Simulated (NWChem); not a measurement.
**Correlation energy of O$_{3}$ (-1)**

```xyz
3

O     -1.1571     0.0000     0.2409
O      0.0000     0.0000    -0.4818
O      1.1571     0.0000     0.2409
```
Charge -1, spin multiplicity 2.

All runs are NWChem calculations. All single points use one geometry, from UPBE/def2-SVP, a minimum by its harmonic frequencies.

Basis set: aug-cc-pVDZ. Each correlation energy counts from its own Hartree-Fock reference.

The correlated methods keep 3 core orbitals frozen. The structure started from a generated list of species. The unpaired electrons of the parent sit in orbitals of symmetry b2 (C2v labels of the run); other states weren't searched. The anion's geometry comes from a basis without diffuse functions. No SCF solution was tested for a lower state. Open-shell Hartree-Fock references start from PBE0 orbitals. Coupled-cluster values serve here as a point of comparison, not as the truth.

For the correlation energy, UMP2 gives -610.1 mHa and SCS-UMP2 gives -582.9 mHa. What do CCSD on UHF, CCSD[T] on UHF, CCSD(T) on UHF give?

CCSD on UHF: -620.6 mHa; CCSD[T] on UHF: -652.0 mHa; CCSD(T) on UHF: -648.0 mHa.
